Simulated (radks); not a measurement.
**Li²⁺ in 1s0.75 2p0.25: an all-electron calculation**

Wanted: eigenvalues, radial structure and energy terms of the lithium ion Li2+.

Method: Dirac Kohn-Sham, AM05, spin-unpolarised, spherical densities, finite nucleus; open shells fill j = l - 1/2 first. Code: radks (a radial shooting solver on a logarithmic mesh, Libxc functionals) version 1.

## Step 1: Starting point

```
element            : lithium (Z = 3)
charge             : +2
electrons          : 1
configuration      : 1s0.75 2p0.25
nuclear rms radius : 2.444 fm
```

## Step 2: The calculation

Settings of this run:

```text
Z 3
configuration 1s0.75 2p0.25 2s0 3p0
relativity Dirac
functional am05,am05
spin unpolarised
j_filling energy
nucleus finite rms 2.444 fm
c 137.035999084
```

The run is started by

```
python run_ks.py task.json out
```

This one command runs every case of the session in turn.

Q: Predict the outcome of this run.

The runs gave:

| quantity | value |
| --- | --- |
| total energy | -3.54471 hartree |
| exchange-correlation share of it | 15.44 % |
| −T/E | 0.9922 |
| highest occupied level | 2p1/2, -19.490 eV |
| most extended occupied level | 2p1/2, <r> = 1.96 bohr |
| radius at density 0.001 e/bohr³ | 2.47 bohr |
| maxima of the radial density | 1 |

2 principal shells are occupied and 1 maxima appear in the radial density; where shells overlap, one shows as a shoulder or not at all. This is not the tabulated ground configuration, so its levels and sizes aren't those of the ground state, and no measured value stands beside it.
